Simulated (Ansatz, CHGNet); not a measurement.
# Graphite: properties by level of theory

Reference values: lattice constant a 2.461 Å (measured, 300 K, not corrected to a static lattice, our sources range from 2.456 to 2.461; as tabulated in Wikipedia's data pages); lattice parameter c 6.67 Å (measured, low temperature, zero-point motion not removed; as tabulated in Berland et al. (2010), arXiv:1007.3305).

```tsv
level (code)	equilibrium lattice constant a (Å)	c axis length (Å)
CHGNet 0.3.0	2.467	7.684
PBE-D3(BJ) (Ansatz)	2.465	6.738
r²SCAN+rVV10 (Ansatz)	2.455	6.676
PBE0-D4 (Ansatz)	2.443	6.583
```

Differences from the reference values (errors of the level alone only where the reference is corrected to a static lattice):

```
level         lattice constant a (%)  lattice parameter c (%)
------------  ----------------------  -----------------------
CHGNet 0.3.0                   +0.24                    +15.2
PBE-D3(BJ)                     +0.16                    +1.02
r²SCAN+rVV10                   -0.24                    +0.09
PBE0-D4                        -0.73                    -1.30
```

Nearest: lattice constant a, not ranked (reference at room or unstated temperature); lattice parameter c, r²SCAN+rVV10.

Machine-learned potentials (CHGNet 0.3.0) are trained on DFT data: a solid inside that data is no test of them.

Caveats: exact exchange on metals is sensitive to the k mesh and can open a false gap (PBE0-D4). Ansatz's density-functional and Hartree–Fock values are scalar-relativistic unless marked +SOC, with PAW data made under PBE.

Differences are worked out from the printed values.

Computed values are for the static lattice.

Ansatz is an electronic-structure program.
